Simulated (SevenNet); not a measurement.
## fcc Pb

Calculation: the machine-learned potential SevenNet-l3i5 (trained on PBE and PBE+U data).

Cell (relaxed at this level):

```yaml
crystal:
  lattice:
    - [0.00000, 2.51952, 2.51952]
    - [2.51952, 0.00000, 2.51952]
    - [2.51952, 2.51952, 0.00000]
  atoms:
    - { symbol: Pb, position: [0.00000, 0.00000, 0.00000] }
```

vacancy formation energy: 0.27 eV

Measured, for comparison: vacancy formation energy 0.58 eV (not corrected to a static lattice, monovacancy; as tabulated in Garrity and Choudhary (2023), arXiv:2112.11585). Computed (rounded) less measured: vacancy formation energy -0.31 eV.

A machine-learned potential is trained on density-functional data: it inherits that level's misses and adds fitting errors of its own.

Note: this model's volume lies 5 % above that of the starting cell (a measured, published or database cell).
